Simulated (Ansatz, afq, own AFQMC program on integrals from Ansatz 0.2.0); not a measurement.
## SiH₄O, triplet: AFQMC among the cluster methods

```yaml
atoms:
  - { symbol: Si, position_ang: [-1.0517, 0.0000, 0.0000] }
  - { symbol: H, position_ang: [-1.5466, 1.3997, 0.0000] }
  - { symbol: H, position_ang: [-1.5466, -0.6999, 1.2122] }
  - { symbol: H, position_ang: [-1.5466, -0.6999, -1.2122] }
  - { symbol: H, position_ang: [0.8123, 0.0000, 0.0000] }
  - { symbol: O, position_ang: [2.0873, 0.0000, 0.0000] }
```

Connectivity, by distances: SiH3 ··· O ··· H.

Basis cc-pVTZ. Noble-gas cores (and the filled d shells of Ga–Kr and In–Xe) are frozen. AFQMC by an in-house program on the Cholesky factors that Ansatz 0.2.0 writes for its CCSD(T) run. ph-AFQMC/CISD is guided by a CISD state made of CCSD amplitudes; releasing the constraint for a short imaginary time cuts its bias at the price of noise, slowly where states lie close. Uncertainties: one standard error, sampling alone.

Determinant: UHF, the one that the program's search chose, which needn't be the lowest solution. The geometry is a point of a scan.

No full CI on the walks' own integrals is used here. The released AFQMC energy serves as the reference, which it does only where one determinant dominates, the energy is flat over the last release times and near the phaseless one (40 meV or 2 meV an electron, half that with transition metals). On small molecules, where full CI could be run and the noise was under 10 meV, such values lay within 10 meV of it in 19 cases of 20, a flattering rate, since the rule was set on those same cases; what remains of the bias isn't in the error bar.

Cautions: lower spins were not checked; unrestricted determinant slightly spin contaminated (⟨S²⟩ 2.07 against 2.00); the released value is read at 1.62 1/Eh, later times being too noisy (meV from the phaseless value at times in 1/Eh: -13 ± 6 at 0.24, -23 ± 5 at 0.51, -34 ± 7 at 0.99, -30 ± 9 at 1.62, -41 ± 11 at 2.40).

* T1 diagnostic: 0.0236
* weight of the determinant in the CISD state: 0.858
* ⟨S²⟩ of the determinant: 2.075
* size of the correlated space: 14 electrons in 114 orbitals

```csv
level,correlation energy (eV)
MP2,-8.6197
CCSD,-9.8963
CCSD(T),-10.1794
```

(1) Estimate where phaseless AFQMC with a CISD trial lies against CCSD(T) on the same integrals.

(1) 0.57 ± 0.20 mEh below CCSD(T).

Reference: AFQMC with the constraint released, correlation energy -10.225 ± 0.009 eV.

```tsv
level	E − E(reference) (mEh)	share of correlation (%)
CCSD(T)	1.66 ± 0.33	99.56
ph-AFQMC/HF	3.82 ± 1.08	98.98
ph-AFQMC/CISD	1.09 ± 0.38	99.71
```

A walk keeps the symmetry of its determinant, which the program's search chose and which needn't be the lowest solution, so a lower state of the same spin and another symmetry isn't excluded. Released energies are given only where the last usable release times agree within the noise; a slower fall can still hide under it.
